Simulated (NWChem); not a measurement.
System: methane (CH4); SMILES C

```xyz
5

C      0.0000     0.0000     0.0000
H     -0.6340    -0.6340    -0.6340
H      0.6340     0.6340    -0.6340
H     -0.6340     0.6340     0.6340
H      0.6340    -0.6340     0.6340
```
Atoms are numbered in this order, from 1.

Computed with NWChem. Pople sets run with spherical d functions. All runs use the structure optimised with PBE0/def2-SVP. Total energies compare along this basis series because the functional is fixed.

| level | basis functions | energy (Ha) | highest occupied level (eV) | orbital gap (eV) |
|---|---|---|---|---|
| TPSS/STO-3G | 9 | -40.0524 | -8.76 | 20.56 |
| TPSS/3-21G | 17 | -40.3063 | -9.51 | 13.08 |
| TPSS/6-31G* | 22 | -40.5224 | -9.49 | 12.39 |
| TPSS/6-31+G* | 26 | -40.5241 | -9.62 | 9.97 |
| TPSS/6-311G** | 42 | -40.5366 | -9.59 | 10.87 |
| TPSS/6-311++G** | 50 | -40.5369 | -9.61 | 9.39 |
